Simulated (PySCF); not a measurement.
Compound: C5H9N.
SMILES: `C=CC/C=N/C`

Torsions of this conformer, `[CH2:1]=[CH:2][CH2:3]/[CH:4]=[N:5]/[CH3:6]`: C1–C2–C3–C4 -116°, C2–C3–C4–N5 -117°.

The closed-shell ground state was solved at several levels (PySCF, density fitting, gas phase, non-relativistic). Geometry: PBE0-D3(BJ)/def2-SVP, one conformer, isolated molecule.

| level | basis functions | total energy (Eh) | HOMO (eV) | LUMO (eV) | gap (eV) | dipole (D) |
| --- | --- | --- | --- | --- | --- | --- |
| B3LYP/6-31G* | 102 | -250.6508 | -6.67 | -0.16 | 6.51 | 1.18 |
| B97-2/pcJ-1 | 252 | -250.5746 | -6.94 | -0.42 | 6.52 | 1.29 |
| PBE/pcJ-1 | 252 | -250.3322 | -5.73 | -1.41 | 4.32 | 1.15 |
| LDA/pcJ-1 | 252 | -248.3815 | -5.83 | -1.66 | 4.17 | 1.20 |
| KT2/pcJ-1 | 252 | -255.0591 | -5.92 | -1.39 | 4.53 | 1.14 |

(1) What might PBE0/pcJ-1 (252 basis functions) give for the same quantities?

(2) Over all these levels, which gives the widest orbital gap and which the narrowest?

(3) In the pcJ-1 basis, how does the gap go with the fixed share of exact exchange?

(4) How far do the dipole and the HOMO energy spread over the levels?

## Answers

(1) Total energy -250.3552 Eh, HOMO -7.20 eV, LUMO -0.36 eV, gap 6.84 eV, dipole 1.30 D.

(2) PBE0/pcJ-1 (global hybrid, 25 % exact exchange) has the widest, 6.84 eV, and LDA/pcJ-1 (LDA) the narrowest, 4.17 eV. The two share the basis. From the narrowest to the widest the HOMO moves by -1.37 eV and the LUMO by +1.30 eV.

(3) LDA (0 %) 4.17 eV; PBE (0 %) 4.32 eV; KT2 (0 %) 4.53 eV; B97-2 (21 %) 6.52 eV; PBE0 (25 %) 6.84 eV. Each rise in the share widens the gap here.

(4) The dipole runs from 1.14 to 1.30 D (mean 1.21 D) and the HOMO from -7.20 to -5.73 eV.
